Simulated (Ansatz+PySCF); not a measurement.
Results of a calculation; reference values are marked as such.
Input for Ansatz (development build ahead of 0.2.0):

```yaml
crystal:
  periodic: [false, false, false]
  atoms:
    - { symbol: B, position_ang: [0.0, 0.0, -1.22947] }
    - { symbol: C, position_ang: [0.0, 0.0, 0.16807] }
    - { symbol: O, position_ang: [0.0, 0.0, 1.20943] }
    - { symbol: H, position_ang: [0.0, -1.0866, -1.51216] }
    - { symbol: H, position_ang: [-0.94103, 0.5433, -1.51216] }
    - { symbol: H, position_ang: [0.94103, 0.5433, -1.51216] }
basis:
  gaussian: { orbitals: def2-SVP }
hamiltonian:
  xc: hf
```

The input is written out in the form of the current development build from the run's settings.

Results

```yaml
Converged: yes
Total_energy: -138.98903 hartree
Spin_squared_of_the_determinant: 0.000
```
